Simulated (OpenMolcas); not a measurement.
# A workflow on AlCl (aluminium monochloride)

Aim: the energy (singlet AlCl, HF/ANO-R0), then a single-point energy (singlet AlCl, CASSCF(6,6)/ANO-R1), then a single-point energy (singlet AlCl, CASPT2(6,6)/ANO-R1), then a single-point energy (triplet AlCl, CASPT2(6,6)/ANO-R1) of AlCl. 

The results are computed with OpenMolcas 26.06.

### Step 1. The structure to begin with

The species is AlCl (2 atoms), meant as a singlet with charge 0. As SMILES, `[Al][Cl]`. Geometry: the measured bond length.

Bond lengths: Al1–Cl2 2.130 Å.

### Step 2. A single-point energy at HF/ANO-R0 (sfX2C) (run 1)

geom.xyz reads:

```xyz
2

Al     0.000000     0.000000     0.000000
Cl     0.000000     0.000000     2.130113
```

step1.inp reads:

```
&GATEWAY
Coord = geom.xyz
Basis = ANO-R0
Group = NoSym
&SEWARD
&SCF
PrOrbitals = 1 1
```

On the command line:

```bash
$ export MOLCAS_MEM=1860
$ pymolcas step1.inp > step1.log
```

What it wrote (excerpt; [...] marks lines left out):

```text
--- Start Module: gateway ---
[...]
--- Stop Module: gateway /rc=_RC_ALL_IS_WELL_ ---
--- Start Module: seward ---
[...]
      Basis functions           18
--- Stop Module: seward /rc=_RC_ALL_IS_WELL_ ---
--- Start Module: scf ---
[...]
       Convergence after   8 Iterations
[...]
::    Total SCF energy                               -703.2668289719
[...]
      Total spin, S                                     0.0000000000
[...]
      Total electronic charge=   30.000000
      Total            charge=   -0.000000
[...]
      Dipole Moment (debye):
      Origin of the operator (angstrom)=    0.0000    0.0000    1.2024
                   X=  1.0033E-13               Y=  2.9020E-14               Z= -9.4295E-01           Total=  9.4295E-01
      Quadrupole Moment (debye*angstrom):
[...]
--- Stop Module: scf /rc=_RC_ALL_IS_WELL_ ---
[...]
```

Run time: 1.7 s. Hardware: 1 thread of Arm Neoverse V2, shared host; peak memory 0.37 GiB.

### Step 3. The energy at CASSCF(6,6)/ANO-R1 (sfX2C, RICD fitting) (run 2)

geom.xyz is that of step 2.

step2.inp reads:

```
&GATEWAY
 COORD=geom.xyz
 BASIS=ANO-R0
 GROUP=NoSym

&SEWARD

&RASSCF
 FILEORB=$CurrDir/step1.ScfOrb
 SPIN=1
 NACTEL=6 0 0
 INACTIVE=12
 RAS2=6
 ORBLISTING=Nothing
>>> COPY $Project.RunFile RUNFIL1
>>> COPY $Project.RasOrb INPORB

&GATEWAY
 COORD=geom.xyz
 BASIS=ANO-R1
 GROUP=NoSym
 RICD

&SEWARD
>>> COPY $Project.RunFile RUNFIL2

&EXPBAS

&RASSCF
 FILEORB=$Project.ExpOrb
 SPIN=1
 NACTEL=6 0 0
 INACTIVE=12
 RAS2=6
 ORBLISTING=Nothing
 ORBAPPEAR=Compact
```

On the command line:

```bash
$ export MOLCAS_MEM=1860
$ pymolcas step2.inp > step2.log
```

What it wrote (excerpt; [...] marks lines left out):

```text
--- Start Module: gateway ---
[...]
--- Stop Module: gateway /rc=_RC_ALL_IS_WELL_ ---
[...]
      Basis functions           18
[...]
      Number of active orbitals                  6
[...]
      Spin quantum number                      0.0
[...]
      Active orbitals                            6
[...]
      Number of CSFs                           175
[...]
      Number of root(s) required                 1
[...]
      Convergence after  9 iterations
[...]
      printout of CI-coefficients larger than  0.05 for root  1
      energy=    -703.295123
      conf/sym  111111     Coeff  Weight
             1  222000  -0.97228 0.94533
            11  220200   0.12644 0.01599
            13  220020   0.12644 0.01599
            16  220002   0.06258 0.00392
            48  2uud0d  -0.05202 0.00271
            52  u2u0dd  -0.05202 0.00271
[...]
      Natural orbitals and occupation numbers for root  1
      sym 1:   1.984420   1.984420   1.919616   0.047527   0.047527   0.016489
      ************************************************************************************************************************
      *                                                    Final results                                                     *
[...]
::    RASSCF root number  1 Total energy:   -703.29512333
[...]
      Basis functions           36
[...]
--- Start Module: expbas ---
[...]
--- Stop Module: expbas /rc=_RC_ALL_IS_WELL_ ---
--- Start Module: rasscf ---
[...]
      Convergence after 13 iterations
[...]
      Natural orbitals and occupation numbers for root  1
      sym 1:   1.996962   1.996962   1.910725   0.042580   0.042580   0.010193
      ************************************************************************************************************************
      *                                                    Final results                                                     *
[...]
::    RASSCF root number  1 Total energy:   -703.35924473
[...]
      Total electronic charge=   30.000000
      Total            charge=   -0.000000
[...]
      Dipole Moment (debye):
      Origin of the operator (angstrom)=    0.0000    0.0000    1.2024
                   X= -1.3005E-13               Y=  3.1703E-13               Z= -1.8175E+00           Total=  1.8175E+00
      Quadrupole Moment (debye*angstrom):
[...]
--- Stop Module: rasscf /rc=_RC_ALL_IS_WELL_ ---
[...]
```

Wall time 5.1 s (1 thread of Arm Neoverse V2, shared host); peak memory 0.37 GiB.

Run 3 isn't shown in full; the table further down has it.

### Step 4. The triplet: the energy at CASPT2(6,6)/ANO-R1 (sfX2C, RICD fitting, ipea shift 0.25 Eh, pt2 variant SS) (run 4)

step4.input reads:

```
&GATEWAY
  COORD
  2
  angstrom
  Al       0.000000       0.000000       0.000000
  Cl       0.000000       0.000000       2.130113
  BASIS=ANO-R1
  GROUP=NoSym
  RICD

&SEWARD

&RASSCF
  FILEORB=$CurrDir/step2.RasOrb
  SPIN=3
  NACTEL=6 0 0
  INACTIVE=12
  RAS2=6
  ORBLISTING=Nothing
  ORBAPPEAR=Compact

&CASPT2
  IMAGINARY=0.2
```

On the command line:

```bash
$ export MOLCAS_MEM=1860
$ pymolcas step4.input > step4.log
```

What it wrote (excerpt; [...] marks lines left out):

```text
--- Start Module: gateway ---
[...]
--- Stop Module: gateway /rc=_RC_ALL_IS_WELL_ ---
[...]
      Basis functions           36
[...]
--- Start Module: rasscf ---
[...]
      Number of active orbitals                  6
[...]
      Spin quantum number                      1.0
[...]
      Active orbitals                            6
[...]
      Number of CSFs                           189
[...]
      Number of root(s) required                 1
[...]
      Convergence after 79 iterations
[...]
      printout of CI-coefficients larger than  0.05 for root  1
      energy=    -703.281638
      conf/sym  111111     Coeff  Weight
             1  22uu00  -0.99214 0.98434
           150  uuuudd  -0.06073 0.00369
      Natural orbitals and occupation numbers for root  1
      sym 1:   1.985392   1.983521   1.000048   0.999615   0.015672   0.015752
      ************************************************************************************************************************
      *                                                    Final results                                                     *
[...]
::    RASSCF root number  1 Total energy:   -703.28163766
[...]
      Total electronic charge=   30.000000
      Total            charge=   -0.000000
[...]
      Dipole Moment (debye):
      Origin of the operator (angstrom)=    0.0000    0.0000    1.2024
                   X=  4.8560E-05               Y=  2.2440E-05               Z= -2.7253E+00           Total=  2.7253E+00
      Quadrupole Moment (debye*angstrom):
[...]
--- Stop Module: rasscf /rc=_RC_ALL_IS_WELL_ ---
[...]
--- Start Module: caspt2 ---
[...]
      E2 (Variational):          -0.1940730329
      Total energy:            -703.4757106896
[...]
      Reference weight:           0.94409
[...]
::    CASPT2 Root  1     Total energy:   -703.47571069
[...]
--- Stop Module: caspt2 /rc=_RC_ALL_IS_WELL_ ---
[...]
```

It took 6.3 s on 1 thread of Arm Neoverse V2, shared host; peak memory 0.083 GiB.

### Step 5. All runs side by side

```csv
run,level,integral approximation,active rule,partner,energy (Eh),dipole moment (D) of the reference,wall time
1,HF/ANO-R0 (sfX2C),none,–,base,-703.266829,0.94,1.7 s
2,"CASSCF(6,6)/ANO-R1 (sfX2C, RICD fitting)",RICD,frontier window,base,-703.359245,1.82,5.1 s
3,"CASPT2(6,6)/ANO-R1 (sfX2C, RICD fitting, ipea shift 0.25 Eh, pt2 variant SS)",RICD,frontier window,base,-703.585495,1.82,3 s
4,"CASPT2(6,6)/ANO-R1 (sfX2C, RICD fitting, ipea shift 0.25 Eh, pt2 variant SS)",RICD,frontier window,triplet,-703.475711,2.73,6.3 s
```

### Step 6. Outcome

```
                                        quantity          value
                           triplet: total energy  -703.47571 Eh
         triplet: dipole moment (CASSCF density)         2.73 D
vertical energy of the triplet above the singlet       2.987 eV
```

At this shape the triplet lies 2.99 eV (69 kcal/mol) above the singlet. In run 1 the basis is minimal, so the values are rough. All runs together took 16 s, the longest 6.3 s.
